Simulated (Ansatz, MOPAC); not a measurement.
Dimer: CHN (SMILES C#N) (first 3 atoms) with CHN (SMILES C#N); geometry from A24 set.
(charge 0, multiplicity 1):
```xyz
6

H      0.00000     0.00000     3.85521
C      0.00000     0.00000     2.78650
N      0.00000     0.00000     1.63151
H      0.00000     0.00000    -0.59377
C      0.00000     0.00000    -1.66810
N      0.00000     0.00000    -2.82525
```

Counterpoise-corrected where a basis set is named; no monomer relaxation.

The state that PM3 reach isn't checked.

Programs: Ansatz (an electronic-structure program); MOPAC for PM3 (differences of heats of formation). Each number belongs to the level named beside it.

What interaction energy does SVWN5/def2-TZVPPD give?

-6.2 kcal/mol

Predict the interaction energy from PM3.

-2.3 kcal/mol

What interaction energy does B3LYP/def2-TZVPPD give?

-4.2 kcal/mol
